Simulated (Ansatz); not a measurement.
Ideal-gas functions of silicon tetrachloride (`Cl[Si](Cl)(Cl)Cl`) at 800 K and 1 bar, from an Ansatz frequency run at PBE0-D4/def2-TZVP.

Molar mass 169.9 g/mol, point group Td (symmetry number 12), electronic degeneracy 1, moments of inertia 386.329, 386.331, 386.333 u Å². Harmonic wavenumbers (cm⁻¹, unscaled): 144, 144, 218, 218, 218, 422, 623, 623, 623.

Use S(trans) = R[1.5 ln M + 2.5 ln T − 1.1517]; rotational temperatures θ = 24.2544 K / I; S(rot) = R[ln(√π/σ · √(T³/θAθBθC)) + 1.5]; for each mode x = 1.438777 ν̃/T, S = R[x/(eˣ − 1) − ln(1 − e⁻ˣ)] and H = RT x/(eˣ − 1); 1 cm⁻¹ = 0.0119627 kJ/mol; R = 8.31446 J/(mol·K).

Q: By hand: the entropy, in J/(mol·K).

A: Translation 193.4. Rotation: θ = 0.0628, 0.0628, 0.0628 K, giving 114.5. Vibration, mode by mode: 19.57, 19.57, 16.15, 16.15, 16.15, 10.80, 7.79, 7.79, 7.79, in all 121.8. Electronic 0.0. Sum 429.7 J/(mol·K).

Q: By hand: H − E and G − E in kJ/mol, counted from the electronic energy.

A: Zero-point energy ½ × 3233 × 0.0119627 = 19.3; thermal vibration 43.2; translation, rotation and pV give 4 RT = 26.6. H − E = 89.1 kJ/mol, and G − E = 89.1 − 800 × 429.7/1000 = -254.7 kJ/mol.

Vibration gives 28 % of the entropy, 39.1 J/(mol·K) of it from the modes under 150 cm⁻¹: soft modes count most, and the harmonic formula is weakest for them.
